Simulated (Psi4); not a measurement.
# HF/STO-3G run of BCl (SMILES [B]Cl)

What is the vertical electron affinity of BCl at HF/STO-3G? 

The calculation is run with Psi4 1.11.

### 1 The structure to begin with

BCl: 2 atoms, total charge 0, spin state singlet. As SMILES, `[B]Cl`. The shape is that of a PBE0-D4/def2-TZVP optimisation.

Bond lengths: B1–Cl2 1.718 Å.

### 2 Energy and forces at HF/STO-3G

Contents of calc.in:

```
memory 1.6 GB

molecule geom {
  0 1
  B      0.000000     0.000000    -0.069660
  Cl     0.000000     0.000000     1.648190
  symmetry c1
}

set globals {
  basis         STO-3G
  puream        true
  e_convergence 1e-09
  d_convergence 1e-08
  scf_type      pk
}

E, wfn = gradient('hf', return_wfn=True)
oeprop(wfn, 'MULLIKEN_CHARGES', 'MAYER_INDICES', 'LOWDIN_CHARGES', title='HF')
```

Launch:

```bash
$ psi4 -n 1 calc.in calc.out
```

calc.out:

```text
[...]
  Running in c1 symmetry.
[...]
  Nuclear repulsion =   26.183929276100940
[...]
  Multiplicity = 1
[...]
  Nalpha       = 11
  Nbeta        = 11
[...]
    Number of basis functions: 14
[...]
   @RHF iter   1:  -478.83423075013746   -8.50586e-01   9.23352e-03 ADIIS/DIIS
[...]
   @RHF iter   8:  -478.85094642492209   -5.85487e-12   1.30177e-09 DIIS
[...]
    Orbital Energies [Eh]
    ---------------------
    Doubly Occupied:
       1A   -103.727407     2A    -10.411639     3A     -7.855003
       4A     -7.850381     5A     -7.850381     6A     -7.425393
       7A     -1.067543     8A     -0.581804     9A     -0.451506
      10A     -0.451506    11A     -0.302558
[...]
  @RHF Final Energy:  -478.85094642492209
   => Energetics <=
    Nuclear Repulsion Energy =             26.1839292761009403
    One-Electron Energy =                -714.1195109814996158
    Two-Electron Energy =                 209.0846352804766184
    Total Energy =                       -478.8509464249220855
[...]
 Multipole Moments:
 ------------------------------------------------------------------------------------
     Multipole            Electronic (a.u.)      Nuclear  (a.u.)        Total (a.u.)
 ------------------------------------------------------------------------------------
 L = 1.  Multiply by 2.5417464519 to convert [e a0] to [Debye]
 Dipole X            :         -0.0000000            0.0000000           -0.0000000
 Dipole Y            :         -0.0000000            0.0000000           -0.0000000
 Dipole Z            :         -0.9990985            0.8694190           -0.1296794
 Magnitude           :                                                    0.1296794
[...]
  -Total Gradient:
     Atom            X                  Y                   Z
    ------   -----------------  -----------------  -----------------
       1       -0.000000000000    -0.000000000000     0.040458505382
       2        0.000000000000     0.000000000000    -0.040458505384
[...]
  Mulliken Charges: (a.u.)
   Center  Symbol    Alpha    Beta     Spin     Total
       1     B     2.38090  2.38090  0.00000  0.23820
       2    CL     8.61910  8.61910  0.00000 -0.23820
   Total alpha = 11.00000, Total beta = 11.00000, Total charge = -0.00000
  Lowdin Charges: (a.u.)
   Center  Symbol    Alpha    Beta     Spin     Total
       1     B     2.45459  2.45459  0.00000  0.09083
       2    CL     8.54541  8.54541  0.00000 -0.09083
  Total alpha = 11.00000, Total beta = 11.00000, Total charge = -0.00000
[...]
```

It took 2.1 s on 1 thread of Intel Xeon Platinum 8259CL at 2.50GHz (Skylake/Cascade Lake), shared host; peak memory 0.18 GiB.

### 3 The doublet anion at the same level

Contents of bcl.in:

```
memory 1600 MB

molecule {
  -1 2
  B      0.00000000     0.00000000    -0.13163832
  Cl     0.00000000     0.00000000     3.11462770
  units bohr
  symmetry c1
}

set basis STO-3G
set reference uhf
set puream true
set e_convergence 1e-09
set d_convergence 1e-08
set scf_type pk
set maxiter 100

e, wfn = gradient("hf", return_wfn=True)
oeprop(wfn, "QUADRUPOLE", "LOWDIN_CHARGES", "DIPOLE", title="HF")
print_variables()
```

Launch:

```bash
$ psi4 -n 1 bcl.in bcl.out
```

bcl.out:

```text
[...]
  Running in c1 symmetry.
[...]
  Nuclear repulsion =   26.183929313346905
[...]
  Multiplicity = 2
[...]
  Nalpha       = 12
  Nbeta        = 11
[...]
    Number of basis functions: 14
[...]
   @UHF iter   1:  -478.63068148702263   -6.47037e-01   5.91462e-03 ADIIS/DIIS
[...]
   @UHF iter  10:  -478.63793171308777   -5.68434e-14   4.96014e-10 DIIS
[...]
   @S^2 Observed:                7.550630583E-01
[...]
    Orbital Energies [Eh]
    ---------------------
    Alpha Occupied:
       1A   -103.304520     2A    -10.006546     3A     -7.449181
       4A     -7.446384     5A     -7.445957     6A     -6.815619
       7A     -0.716872     8A     -0.243675     9A     -0.139433
      10A     -0.120980    11A      0.077160    12A      0.193008
    Alpha Virtual:
      13A      0.666947    14A      0.955429
    Beta Occupied:
       1A   -103.304209     2A    -10.006114     3A     -7.449427
[...]
  @UHF Final Energy:  -478.63793171308777
   => Energetics <=
    Nuclear Repulsion Energy =             26.1839293133469049
    One-Electron Energy =                -722.7798621053354964
    Two-Electron Energy =                 217.9580010789008497
    Total Energy =                       -478.6379317130877666
  UHF NO Occupations:
  HONO-2 :   10  A 1.9999254
  HONO-1 :   11  A 1.9975400
[...]
  -Total Gradient:
     Atom            X                  Y                   Z
    ------   -----------------  -----------------  -----------------
       1       -0.000000000000     0.000000000000     0.135479287183
       2        0.000000000000    -0.000000000000    -0.135479287187
[...]
 Multipole Moments:
 ------------------------------------------------------------------------------------
     Multipole            Electronic (a.u.)      Nuclear  (a.u.)        Total (a.u.)
 ------------------------------------------------------------------------------------
 L = 1.  Multiply by 2.5417464519 to convert [e a0] to [Debye]
 Dipole X            :          0.0000000            0.0000000            0.0000000
 Dipole Y            :          0.0000000            0.0000000            0.0000000
 Dipole Z            :          0.6266962            0.8694190            1.4961152
 Magnitude           :                                                    1.4961152
 L = 2.  Multiply by 1.3450342976 to convert [e a0^2] to [Debye ang]
 Quadrupole XX       :        -13.6865679            0.0000000          -13.6865679
 Quadrupole XY       :          0.0004136            0.0000000            0.0004136
[...]
```

Run time: 2.2 s. Hardware: 1 thread of Intel Xeon Platinum 8259CL at 2.50GHz (Skylake/Cascade Lake), shared host; peak memory 0.18 GiB.

### 4 Results

At HF/STO-3G:

| quantity | value |
| --- | --- |
| singlet BCl: total energy | -478.85095 Eh |
| singlet BCl: dipole moment | 0.33 D |
| singlet BCl: HOMO energy | -8.23 eV |
| singlet BCl: LUMO energy | 6.47 eV |
| singlet BCl: HOMO–LUMO gap | 14.70 eV |
| singlet BCl: largest force on an atom | 2.080 eV/Å |
| doublet anion: total energy | -478.63793 Eh |
| doublet anion: HOMO energy (highest over α and β) | 5.25 eV |
| doublet anion: LUMO energy (lowest over α and β) | 18.15 eV |
| doublet anion: ⟨S²⟩ | 0.755 |
| doublet anion: largest force on an atom | 6.967 eV/Å |
| vertical electron affinity (to the doublet anion) | -5.796 eV |

What this shows: The anion lies 5.80 eV (559 kJ/mol) above the neutral: the electron isn't bound at this level, and such a value depends on the basis. Without diffuse functions anions come out too high. Hartree–Fock misses the correlation that binds many anions. The largest force (singlet BCl) is 2.08 eV/Å: the shape isn't a stationary point for this species at this level. In a minimal basis such a difference can be off by several eV, whatever the method. The HOMO (doublet anion) lies at positive energy, 5.25 eV: the electron is unbound at this level or held by a compact basis; values depend on the basis.
